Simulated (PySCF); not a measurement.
Bond length, frequency and bond energy of NaB by level of theory

State: ³Π (triplet), unpaired electrons σ ↑, π ↑. Set-up: Na def2-SVPD, B def2-SVPD; no relativity (PySCF 2.14). De refers to Na + B in their high-spin ground configurations, without counterpoise correction. The functionals are run spin-unrestricted. A positive dipole means Na(−)B(+).

| Level | Re (Å) | ωe (cm⁻¹) | De (eV) | μ (D) | CPU s a point (SCF and correlation, without the integrals) |
| --- | --- | --- | --- | --- | --- |
| UHF | 2.511 | 343 | 0.382 | -7.53 | 0.049 |
| UHF-MP2 | 2.503 | 350 | 0.73 | n/a | 0.078 |
| UHF-SCS-MP2 | 2.501 | 349 | 0.61 | n/a | n/a |
| UHF-CCSD | 2.521 | 326 | 0.68 | n/a | n/a |
| UHF-CCSD(T) | 2.524 | 326 | 0.72 | n/a | 1.8 |
| PBE | 2.503 | 319 | 1.11 | -5.27 | 0.32 |
| BP86 | 2.516 | 311 | 1.05 | -5.31 | 0.21 |
| TPSS | 2.511 | 325 | 1.08 | -5.76 | 0.5 |
| r²SCAN | 2.503 | 331 | 1.17 | -5.98 | 0.46 |
| PBE0 | 2.487 | 333 | 1.00 | -6.03 | 0.45 |
| B97-3 | 2.480 | 337 | 0.95 | -6.35 | 0.27 |
| LC-ωPBE | 2.448 | 367 | 0.96 | -7.39 | 0.39 |

Problem. Which functional lies closest to UHF-CCSD(T) in De, which farthest, and by how much do they differ from it?

Solution. Closest is B97-3 (-4.4 pm in Re, +3.4 % in ωe, +0.23 eV in De against UHF-CCSD(T) in the same basis), farthest r²SCAN (-2.1 pm in Re, +1.5 % in ωe, +0.45 eV in De). CCSD(T) converges more slowly with the basis than the functionals do and binds too weakly in this one, so the order can change at the basis-set limit.

Problem. What does the step from GGA to meta-GGA do here, going from PBE to r²SCAN?

Solution. r²SCAN less PBE: +0.0 pm in Re, +3.8 % in ωe, +0.06 eV in De. 

Problem. What does all correlation do here, going from UHF to UHF-CCSD(T)?

Solution. UHF-CCSD(T) less UHF: +1.3 pm in Re, -5.0 % in ωe, +0.34 eV in De. Correlation nearly always deepens the well. The bond lengthens, as in strong covalent bonds, where excitations into antibonding orbitals dominate.

Correlated steps freeze 2 core orbitals. Correlated levels converge slowly with the basis: in double zeta they bind strong bonds too weakly, by up to about 1 eV, and carry superposition errors of some tenths. The state is the lowest determinant that a PBE0 search found; another state may lie lower at other levels.

The whole job (state search and all levels along the bond) took about 1.1 min on 1 thread of Arm Neoverse V2 (shared host), peak memory 0.46 GiB.
